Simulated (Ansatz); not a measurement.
This Ansatz (a quantum-chemistry and plane-wave program) input (PBE/def2-TZVPP) gives -113.77431 Eh with 76 basis functions. A basis named .json is the Basis Set Exchange file of that set (core-valence sets with the plain set on hydrogen).

Ansatz 0.2 input:
```yaml
crystal:
  periodic: [false, false, false]
  atoms:
    - {symbol: O, position_ang: [0.01382699, -0.00208751, 0.60715025]}
    - {symbol: C, position_ang: [-0.02150103, 0.16263942, -0.61155375]}
    - {symbol: H, position_ang: [0.01839031, -0.95913641, -1.18787951]}
basis:
  gaussian:
    orbitals: def2-TZVPP
    final_grid: {core_spheres: 26, valence_spheres: 22, degree: 59}
hamiltonian:
  xc: {name: PBE}
total_charge: -1
magnetization: {spin_polarized: false}
```

Change:
```diff
- final_grid: {core_spheres: 26, valence_spheres: 22, degree: 59}
+ fitting: {mean_field: cc-pVTZ-JKFIT.json}
```

Q: What does the run give now?

A: -113.77437 Eh (PBE/def2-TZVPP, 76 functions), a change of -0.06 mEh.
